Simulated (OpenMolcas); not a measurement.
# AlH (SMILES [AlH]): methods side by side

AlH has 2 atoms, charge 0, and is taken as a singlet. As SMILES, `[AlH]`. Geometry: a GFN2-xTB relaxation, a rough one for these elements and not checked as a minimum.

```xyz
2

Al    0.0000    0.0000    0.0000
H     0.0000    0.0000    1.6135
```

Quantity: the energy change with the Al1–H2 bond stretched from 1.613 to 2.824 Å, in eV. The values are calculated.

```
                       level                   kind     program  value (eV)  less FCI/pcseg-0
 r2SCAN/pcseg-0 (restricted)               meta-GGA  OpenMolcas        1.63             +0.26
 B2PLYP/pcseg-0 (restricted)          double hybrid  OpenMolcas        1.68             +0.31
         CASSCF(2,2)/pcseg-0         multireference  OpenMolcas        1.24             -0.13
           MRCI(2,2)/pcseg-0         multireference  OpenMolcas        1.35             -0.02
      SC-NEVPT2(2,2)/pcseg-0         multireference  OpenMolcas        1.31             -0.06
   ACPF/pcseg-0 (restricted)  coupled cluster or CI  OpenMolcas        1.36             -0.01
CCSD(T)/pcseg-0 (restricted)  coupled cluster or CI  OpenMolcas        1.38             +0.01
                 FCI/pcseg-0     exact in the basis  OpenMolcas        1.37              0.00
```

FCI/pcseg-0 is exact within its basis and frozen core, so for wave-function methods in that basis the difference is their error; functionals converge differently with the basis, so for them it is only a difference. The first shape isn't each level's own minimum. The values span 1.24 to 1.68 eV. All rows use very small basis sets, so even the best lies far from the true value.
